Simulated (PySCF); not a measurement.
## Static response to an electric field

Compound: SiH3PH2, H5PSi.
Structure used (GFN2-xTB), in Å, numbered top down from 1:
```xyz
7
H5PSi angstrom
Si    -0.8320    0.0610   -0.0326
P      1.3287    0.1919   -0.5906
H     -1.4852   -0.7609   -1.0501
H     -1.0544   -0.5310    1.2892
H     -1.3517    1.4273   -0.0502
H      1.6486   -1.0987   -0.2113
H      1.7493    0.7153    0.6185
```

Level: wB97X-D/def2-SVPD (PySCF), static field, nuclei fixed, core orbitals frozen in the response. The polarisability tensor in these axes (au):

```
x   67.72  0.89 -4.17
y    0.89 50.03 -0.35
z   -4.17 -0.35 51.20
```

Problem. What are the eigenvalues, a third of the trace, and Δα (Δα² = ½Σ(αi − αj)² over the three pairs)?

Solution. Principal values 49.92, 50.27 and 68.76 au; mean 56.31 au = 8.34 Å³ = 9.28 × 10⁻⁴⁰ C²·m²/J; Δα = 18.67 au (33 % of the mean).

Problem. What is the dipole moment, and where does it point?

Solution. (-0.28, -0.30, 0.70) D, 0.81 D in size, pointing from the negative to the positive side. Measured along this direction, the outermost atoms are P2 at the negative end and H4 at the positive end.

Problem. In a dilute gas of rigid molecules at 350 K, how does the orientational term μ²/3kT compare with the electronic polarisability?

Solution. In Gaussian units μ²/3kT = 4.54 Å³ against 8.34 Å³, a ratio of 0.54; the Debye molar polarisation (4π/3)N_A(α + μ²/3kT) is 32.5 cm³/mol, leaving out the vibrational part.

Problem. Find the Langevin capture rate constant for O2+ (31.990 u) meeting this molecule (63.990 u), k = 2.342 × 10⁻⁹ cm³/s × √(α in Å³ / reduced mass in u).

Solution. The reduced mass is 21.33 u, so k = 1.46 × 10⁻⁹ cm³/s. The formula leaves out the permanent dipole, which adds to the capture rate.

Problem. What are the principal values of the traceless quadrupole moment, Θ = ½Σq(3rr − r²1), about the centre of nuclear charge?

Solution. -3.42, 1.61, 1.81 D·Å. The values depend on the origin, since the dipole doesn't vanish. The electronic extent ⟨r²⟩ about the same centre is 269 bohr², a root-mean-square distance of 1.49 Å for the 34 electrons.

Problem. What would n − 1 = 2πNα be for an ideal gas of these molecules at 500 K and 1 atm, electronic part alone?

Solution. N = p/kT = 1.4678 × 10¹⁹ cm⁻³, so n − 1 = 2π × N × 8.34 × 10⁻²⁴ cm³ = 770 × 10⁻⁶ at long wavelengths.

Problem. What molar refraction does this α imply?

Solution. Lorentz–Lorenz: R = (4π/3)N_A α = 2.5225 cm³/(mol·Å³) × 8.34 Å³ = 21.1 cm³/mol, in the limit of long wavelengths.

Isolated species at its GFN2-xTB geometry, gas phase.

The run behind these numbers computed excited states as well. The run took 3.0 s wall on one thread, x86-64 server (shared host).
